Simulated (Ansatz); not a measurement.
**[PO3]− (metaphosphate (po31-) (8ci,9ci)): the energy, rung by rung**

[PO3]− has 4 atoms, charge -1, and is taken as a singlet. SMILES: `O=P(=O)[O-]`. Geometry: relaxed at GFN2-xTB.

```jsonl
{"atom": "O", "x (Å)": "0.5800", "y (Å)": "-0.4194", "z (Å)": "-1.2974"}
{"atom": "P", "x (Å)": "0.0003", "y (Å)": "0.0005", "z (Å)": "-0.0001"}
{"atom": "O", "x (Å)": "-1.0570", "y (Å)": "1.0378", "z (Å)": "0.0380"}
{"atom": "O", "x (Å)": "0.4767", "y (Å)": "-0.6188", "z (Å)": "1.2595"}
```

Quantity: the energy change with the O1–P2 bond stretched from 1.482 to 2.963 Å, in eV. The values are calculated.

```tsv
level	kind	program	value (eV)	less FCI/STO-3G
HF/STO-3G (restricted)	Hartree–Fock	Ansatz	3.47	+0.08
SVWN5/STO-3G (restricted)	LDA	Ansatz	4.87	+1.48
PBE/STO-3G (restricted)	GGA	Ansatz	4.13	+0.74
revPBE/STO-3G (restricted)	GGA	Ansatz	3.88	+0.49
r2SCAN/STO-3G (restricted)	meta-GGA	Ansatz	4.31	+0.92
PBE0/STO-3G (restricted)	global hybrid	Ansatz	4.39	+1.00
wB97M-V/STO-3G (restricted)	range-separated hybrid	Ansatz	4.46	+1.07
MP2/STO-3G (restricted)	perturbation theory	Ansatz	3.79	+0.40
CCSDT(Q)/STO-3G (restricted)	coupled cluster or CI	Ansatz	3.39	0.00
FCI/STO-3G	exact in the basis	Ansatz	3.39	0.00
```

FCI/STO-3G is exact within its basis and frozen core, so for wave-function methods in that basis the difference is their error; functionals converge differently with the basis, so for them it is only a difference. Sets without diffuse functions describe the anion poorly. The first shape isn't each level's own minimum. The values span 3.39 to 4.87 eV. All rows use very small basis sets, so none should be taken for the real molecule's value.
